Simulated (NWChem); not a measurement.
hydrogen chloride (HCl); SMILES Cl

```xyz
2

Cl     0.0000     0.0000     0.0805
H      0.0000     0.0000    -1.2156
```
Atoms are numbered in this order, from 1.

The geometry was optimised at PBE-D3(BJ)/def2-SVP.

**Question.** List the 4 lowest vertical singlet excitations and the 4 lowest triplet ones from Hartree-Fock/6-31+G* (spherical d), CIS (NWChem).

**Answer.** 
```csv
state,energy (eV),oscillator strength,leading excitation (squared amplitude)
S1,8.30,0.016,HOMO → LUMO (0.70)
S2,8.30,0.016,HOMO−1 → LUMO (0.70)
S3,10.64,0.221,HOMO → LUMO+4 (0.61)
S4,10.64,0.221,HOMO−1 → LUMO+4 (0.61)
T1,7.41,spin-forbidden,HOMO → LUMO (0.58)
T2,7.41,spin-forbidden,HOMO−1 → LUMO (0.58)
T3,9.78,spin-forbidden,HOMO−2 → LUMO+4 (0.56)
T4,9.99,spin-forbidden,HOMO → LUMO+4 (0.55)
```
